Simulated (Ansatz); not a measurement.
## Low-lying states of SO

Computed with Ansatz's Gaussian-basis code (development build). State-averaged CASSCF with equal weights; occupations are averaged over the states; levels count from the state that is lowest in CASSCF. Solutions may break the symmetry of the shape. Lower solutions, or ones in other orbitals, may exist. The average may hold one member of a degenerate pair alone.

Geometry: bond length 1.5019 Å.

Basis cc-pVDZ, nonrelativistic, 6 orbitals frozen in the corrections; active space CAS(12,8). Averaged: 2 triplets.

CASSCF levels: triplet 0.00, triplet 4.47 eV.

Task: How does SC-NEVPT2 move them?

Result: triplet 0.00, triplet 4.70 eV, in the same order of listing. The lowest state stays.
